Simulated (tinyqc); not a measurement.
A ladder of methods, and size consistency: correlation methods against full CI in the sto-6g basis, for HF, spin multiplicity 1. Computed by the program tinyqc with PySCF. All electrons correlated; +Q is the Davidson correction (1 - c0^2) E_corr. The last columns treat two copies 100 angstrom apart as one system. FCI is the lowest singlet.

Geometry (angstrom):
```
atom       x       y       z
F     0.0000  0.0000  0.0000
H     0.0000  0.0000  1.0240
```

RHF energy of one = -99.496323 hartree

Correlation energies (hartree):
```
method   E_corr of one  share of FCI (%)  E_corr of two at 100 angstrom  two minus twice one (mhartree)
MP2           -0.02250            64.042                       -0.04501                           0.000
CISD          -0.03514           100.000                       -0.06862                           1.653
CISD+Q        -0.03601           102.471                       -0.07177                           0.239
CCSD          -0.03514           100.000                       -0.07028                           0.000
CCSD(T)       -0.03514           100.000                       -0.07028                           0.000
FCI           -0.03514           100.000                              -                               -
```

What does the comparison show, and why?

MP2 recovers 64 %, CISD 100.0 % and CCSD 100.0 % of the FCI value (c0^2 = 0.975 in CISD). MP2 and coupled cluster are size consistent, so their last column vanishes; CISD loses 1.65 mhartree, since a double excitation on each copy is a quadruple of the pair, and the Davidson correction leaves +0.24. With two electrons, or one virtual orbital, CISD and CCSD are exact for one copy, so +Q overshoots there.
